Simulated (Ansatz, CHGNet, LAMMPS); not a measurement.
# Ladder of methods for the elastic constant C44 of corundum (α-Al2O3)

Reference value: 147 GPa (measured, temperature not stated, not corrected to a static lattice; as tabulated in Oses et al. (2018), arXiv:1811.08464).

```csv
level (code),value (GPa),cell (Å³/atom)
"ionic model lewis1985b (shell model, LAMMPS)",158,7.99
"ionic model lewis1985c (shell model, LAMMPS)",130,8.50
"ionic model pedone2006 (rigid ions, LAMMPS)",114,8.34
CHGNet 0.3.0 (CHGNet),[?],8.77
LDA (Ansatz),[?],8.32
PBE (Ansatz),131,8.76
```

Question: Complete the blanks.

Answer: 
- CHGNet 0.3.0 (CHGNet), value (GPa): 104
- LDA (Ansatz, a quantum-chemistry and plane-wave program), value (GPa): 152

Differences against the reference: ionic model lewis1985b +7.5 %, ionic model lewis1985c -11.6 %, ionic model pedone2006 -22 %, CHGNet 0.3.0 -29 %, LDA +3.4 %, PBE -10.9 %.

Leaving aside ionic model lewis1985b, ionic model lewis1985c, ionic model pedone2006, which can be fitted to such values or carry a doubt: The reference's temperature isn't stated, so close values are not ranked against it. Off by more than 25 % (a bound picked here): CHGNet 0.3.0 (-29 %).

The measured value isn't corrected to a static lattice, so vibrations enter the comparison. A static lattice is as a rule stiffer than a warm one, by over a tenth in soft solids.  Each level is taken at its own relaxed cell. Ansatz's density-functional and Hartree–Fock values are scalar-relativistic unless marked +SOC, with PAW data made under PBE.

Empirical potentials (ionic model lewis1985b, ionic model lewis1985c, ionic model pedone2006) are fitted to chosen data, which need not cover the solid at hand: agreement can be built in, and what lay outside the fit can be far off. Machine-learned potentials (CHGNet 0.3.0) are trained on DFT data, which may include these solids.

Differences are worked out from the printed values.
